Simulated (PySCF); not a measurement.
PySCF input (B3PW91/6-31G* (5d)):

```python
from pyscf import gto, dft

mol = gto.M(
    atom='''
    S    -0.00000000   -0.00000000   -1.55168481
    C     0.00000000    0.00000000    0.00000000
    S     0.00000000    0.00000000    1.55168481
    ''',
    basis='6-31g*',
    charge=1,
    spin=1,
    symmetry='D2h',
    verbose=4,
)

mf = dft.UKS(mol, xc='b3pw91')
mf.grids.level = 3
mf.conv_tol = 1e-9
mf.max_cycle = 100
mf.max_memory = 1500
mf.kernel()
if not mf.converged:
    mf = mf.newton()
    mf.kernel(mf.make_rdm1())
mf.dip_moment()
```

Question: Predict the final energy.

Answer: -833.99102 Eh.
